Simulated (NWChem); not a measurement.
All runs are NWChem calculations. System: sulfur dioxide (O$_{2}$S), charge 0, spin multiplicity 1, at a geometry optimised with PBE0/def2-SVP. Level: MP2/def2-TZVP, 7 core orbitals frozen.

The NWChem input:

```
start mol
memory heap 200 mb stack 900 mb global 1100 mb
geometry units angstroms nocenter noautoz
  O      1.250381     0.000000    -0.371341
  S      0.000000     0.000000     0.371341
  O     -1.250381     0.000000    -0.371341
  symmetry group C2v
end
basis spherical
  * library def2-tzvp
end
scf
  rhf
  nopen 0
  maxiter 100
  thresh 1e-7
  semidirect memsize 60000000 filesize 0
end
mp2
  freeze core 7
end
task mp2 energy
```

NWChem printed:

```
             Northwest Computational Chemistry Package (NWChem) 7.3.0
             --------------------------------------------------------

                                NWChem Input Module
                                -------------------

 Scaling coordinates for geometry "geometry" by  1.889725989
 (inverse scale =  0.529177249)

 Turning off AUTOSYM since
 SYMMETRY directive was detected!

                             Geometry "geometry" -> ""
                             -------------------------

 Output coordinates in angstroms (scale by  1.889725989 to convert to a.u.)

  No.       Tag          Charge          X              Y              Z
 ---- ---------------- ---------- -------------- -------------- --------------
    1 O                    8.0000     1.25038100     0.00000000    -0.37134100
    2 S                   16.0000     0.00000000     0.00000000     0.37134100
    3 O                    8.0000    -1.25038100     0.00000000    -0.37134100

 Effective nuclear repulsion energy (a.u.)     106.6928283177

            Nuclear Dipole moment (a.u.)
            ----------------------------
        X                 Y               Z
 ---------------- ---------------- ----------------
     0.0000000000     0.0000000000     0.0000000000

      Symmetry information
      --------------------

 Group name             C2v
 Group number             16
 Group order               4
 No. of unique centers     2

      Symmetry unique atoms

     1    2


 Summary of "ao basis" -> "" (spherical)
 ------------------------------------------------------------------------------
       Tag                 Description            Shells   Functions and Types
 ---------------- ------------------------------  ------  ---------------------
 *                         def2-tzvp                  on all atoms

 Summary of "ao basis" -> "ao basis" (spherical)
 ------------------------------------------------------------------------------
       Tag                 Description            Shells   Functions and Types
 ---------------- ------------------------------  ------  ---------------------
 O                         def2-tzvp                11       31   5s3p2d1f
 S                         def2-tzvp                13       37   5s5p2d1f

                                 NWChem SCF Module
                                 -----------------

  ao basis        = "ao basis"
  functions       =    99
  atoms           =     3
  closed shells   =    16
  open shells     =     0
  charge          =   0.00
  wavefunction    = RHF
  use symmetry    = T
  symmetry adapt  = T

 Summary of "ao basis" -> "ao basis" (spherical)
 ------------------------------------------------------------------------------
       Tag                 Description            Shells   Functions and Types
 ---------------- ------------------------------  ------  ---------------------
 O                         def2-tzvp                11       31   5s3p2d1f
 S                         def2-tzvp                13       37   5s5p2d1f

      Symmetry analysis of basis
      --------------------------

        a1         37
        a2         13
        b1         30
        b2         19

 Forming initial guess at       0.0s

      Superposition of Atomic Density Guess
      -------------------------------------

 Sum of atomic energies:        -547.04811583

      Non-variational initial energy
      ------------------------------

 Total energy =    -547.857508
 1-e energy   =    -967.983342
[...]
    50      0.596150  2 S  py                47      0.423054  2 S  py
    13     -0.313277  1 O  py                81     -0.313277  3 O  py
     7     -0.222279  1 O  py                75     -0.222279  3 O  py
    10     -0.191625  1 O  py                78     -0.191625  3 O  py
    44      0.190362  2 S  py

 Vector   18  Occ=0.000000D+00  E= 1.860988D-01  Symmetry=a1
              MO Center=  1.9D-15,  5.1D-15,  4.0D-01, r^2= 3.5D+00
   Bfn.  Coefficient  Atom+Function         Bfn.  Coefficient  Atom+Function
  ----- ------------  ---------------      ----- ------------  ---------------
    36      2.559083  2 S  s                 51     -1.590736  2 S  pz
     5     -1.305775  1 O  s                 73     -1.305775  3 O  s
    12      0.726493  1 O  px                80     -0.726493  3 O  px
    48     -0.294992  2 S  pz                 9      0.176542  1 O  px
    77     -0.176542  3 O  px

 Vector   19  Occ=0.000000D+00  E= 1.869717D-01  Symmetry=b1
              MO Center=  1.0D-14,  3.9D-16,  8.0D-01, r^2= 3.7D+00
   Bfn.  Coefficient  Atom+Function         Bfn.  Coefficient  Atom+Function
  ----- ------------  ---------------      ----- ------------  ---------------
    49      2.158730  2 S  px                 5     -1.504100  1 O  s
    73      1.504100  3 O  s                 14     -0.481091  1 O  pz
    82      0.481091  3 O  pz                46      0.474822  2 S  px
    12      0.328455  1 O  px                80      0.328455  3 O  px

 center of mass
 --------------
 x =   0.00000000 y =   0.00000000 z =  -0.00019474

 moments of inertia (a.u.)
 ------------------
          31.496676617860           0.000000000000           0.000000000000
           0.000000000000         210.101917968322           0.000000000000
           0.000000000000           0.000000000000         178.605241350462

  Mulliken analysis of the total density
  --------------------------------------

    Atom       Charge   Shell Charges
 -----------   ------   -------------------------------------------------------
    1 O    8     8.46   0.79  1.18  0.59  0.97  0.32  1.79  1.99  0.79  0.00  0.04  0.00
    2 S   16    15.07   2.01  0.49  1.48  1.09  0.74  4.16  1.70  0.80  1.56  0.33  0.25  0.39  0.07
    3 O    8     8.46   0.79  1.18  0.59  0.97  0.32  1.79  1.99  0.79  0.00  0.04  0.00

       Multipole analysis of the density wrt the origin
       ------------------------------------------------

     L   x y z        total         open         nuclear
     -   - - -        -----         ----         -------
     0   0 0 0     -0.000000      0.000000     32.000000

     1   1 0 0      0.000000      0.000000      0.000000
     1   0 1 0      0.000000      0.000000      0.000000
     1   0 0 1      0.871587      0.000000      0.000000

     2   2 0 0    -20.799588      0.000000     89.331039
     2   1 1 0      0.000000      0.000000      0.000000
     2   1 0 1      0.000000      0.000000      0.000000
     2   0 2 0    -15.271745      0.000000      0.000000
     2   0 1 1     -0.000000      0.000000      0.000000
     2   0 0 2    -16.848031      0.000000     15.757723

                   NWChem MP2 Semi-direct Energy/Gradient Module
                   ---------------------------------------------

  Basis functions       =     99
  Molecular orbitals    =     99
  Frozen core           =      7
  Frozen virtuals       =      0
  Active alpha occupied =      9
  Active beta occupied  =      9
  Active alpha virtual  =     83
  Active beta virtual   =     83
  Use MO symmetry       = T
  Use skeleton AO sym   = T

  AO/Fock/Back tols     =   1.0D-09  1.0D-09  1.0D-09

 GA uses MA = F    GA memory limited = T

 Available:
  local mem=  1.26D+08
 global mem=  1.44D+08
 local disk=  0.00D+00
  mp2_memr nvloc                    83
  nvloc new                    83
   1 passes of   9:        5242880                      57329                  12421220.
   1 passes of   9: M    126149852           G      144159598           F     120906972.

 Semi-direct pass number   1 of   1  for RHF alpha+beta  at        0.9s
  vrange nnbf                  4884
  mp2_eaftype                    47  avail_ma_in_mb                  1099
 EAF : mp2_eaftype filesize          47    6210610.
  mp2_eaf for mointskh                     47
Node 0 wrote     29.2 Mb in      0.0 s     Agg I/O rate:  5530.4 Mb/s
 Done moints_semi at        2.5s
  mp2_eaftype                    47  avail_ma_in_mb                  1052
 EAF : mp2_eaftype filesize          47    6210610.
  mp2_eaf for kh                    47
 Done maket at        2.6s
 Done multipass loop at        2.6s

          -------------------------------------------
          SCF energy                -547.296741421649
          Correlation energy          -0.658198044208
          Singlet pairs               -0.393946066771
          Triplet pairs               -0.264251977437
          Total MP2 energy          -547.954939465858
          -------------------------------------------

          ---------------------------------------------------
                    Spin Component Scaled (SCS) MP2
          Same spin pairs                     -0.176167984958
          Same spin scaling factor             0.333333333333
          Opposite spin pairs                 -0.482030059250
          Opposite spin scaling fact.          1.200000000000
          SCS-MP2 correlation energy          -0.637158732753
          Total SCS-MP2 energy              -547.933900154402
          ---------------------------------------------------

 -----------------------
 Performance information
 -----------------------

 Timer overhead =  1.31D-07 seconds/call

               Nr. of calls         CPU time (s)                 Wall time (s)                GFlops
             ---------------    -------------------     ------------------------------   -------------------
Name         Min   Avg   Max    Min     Avg     Max     Min     Avg     Max   Mx/calls   Min     Max     Sum
mp2: moin     1     1     1    1.6     1.6     1.6      1.6     1.6     1.6     1.6      0.0     0.0     0.0
mp2: make     1     1     1   8.11E-2 8.11E-2 8.11E-2  8.11E-2 8.11E-2 8.11E-2 8.11E-2   0.0     0.0     0.0
mp2: tota     1     1     1    1.7     1.7     1.7      1.7     1.7     1.7     1.7      0.0     0.0     0.0

 The average no. of pstat calls per process was 3.00D+00
 with a timing overhead of 3.93D-07s

 Task  times  cpu:        2.5s     wall:        2.5s

 Total times  cpu:        2.6s     wall:        2.6s
```
